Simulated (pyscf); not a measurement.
**Four-centre exchange: H₃Si–O–SnH₃ + H₂O → HO–SiH₃ + HO–SnH₃**

Gas phase, singlet surface, charge 0. Bonds broken: Si1–O2, O10–H11. Bonds formed: Si1–O10, O2–H11. PySCF, gas phase, ωB97X-D3(BJ)/def2-SVP geometries.

Transition state (Å):

```xyz
12

Si    -1.8878     0.7776     0.4698
O     -0.3285    -0.1487     0.6309
Sn     0.9585    -0.3434    -0.9181
H     -3.2317     0.1625     0.7237
H     -1.8200     0.5019    -1.0509
H     -1.8160     2.2670     0.4187
H      2.3782    -0.8763    -0.1428
H      0.2667    -1.5141    -1.9298
H      1.1094     1.2048    -1.5960
O     -1.4404     0.7409     2.3270
H     -0.4314     0.0637     1.6970
H     -2.0634     0.2368     2.8627
```

One imaginary mode, 757i cm⁻¹; descent along it reached the two sides named, in the forms told below.

```
bond     change  reactant side (Å)  saddle  product side
-------  ------  -----------------  ------  ------------
Si1–O2   breaks              1.668   1.821         2.437
O10–H11  breaks              0.972   1.369         2.083
Si1–O10   forms                3.0   1.911         1.696
O2–H11    forms              1.901   1.092         0.969
```

Electronic energies relative to the separated reactants (eV):

```csv
level,barrier,reaction energy,reverse barrier
ωB97X-D3(BJ)/def2-TZVP,0.93,+0.25,0.68
PBE/def2-TZVP,0.78,+0.12,0.66
r²SCAN/def2-TZVP,0.83,+0.17,0.66
B3LYP-D3(BJ)/def2-TZVP,0.96,+0.20,0.76
PBE0-D3(BJ)/def2-TZVP,0.84,+0.19,0.65
M06-2X/def2-TZVP,0.90,+0.21,0.69
ωB97M-D3(BJ)/def2-TZVP,0.93,+0.18,0.75
HF/def2-TZVP,1.71,+0.22,1.50
```

With ωB97M-D3(BJ)/def2-TZVP energies and thermal terms (ideal gas, 1 atm, RRHO with modes under 100 cm⁻¹ raised to 100, one conformer, R ln 2 for rigid chiral ones), in eV:

```
T (K)   ΔH‡   ΔG‡     ΔH     ΔG
-----  ----  ----  -----  -----
298    0.89  1.39  +0.17  +0.13
600    0.89  1.91  +0.16  +0.09
900    0.91  2.42  +0.17  +0.05
1200   0.94  2.91  +0.17  +0.01
```

On the reactant side the descent ends in a complex, 0.22 eV under the separated species and 1.15 eV under the saddle at ωB97X-D3(BJ)/def2-TZVP. On the product side the descent ends in a complex (not fully relaxed), 0.19 eV under the separated species and 0.87 eV under the saddle at ωB97X-D3(BJ)/def2-TZVP. This is the saddle that the search found; another between the same sides may lie lower. Elements past Kr carry the def2 core potentials, without spin-orbit coupling.
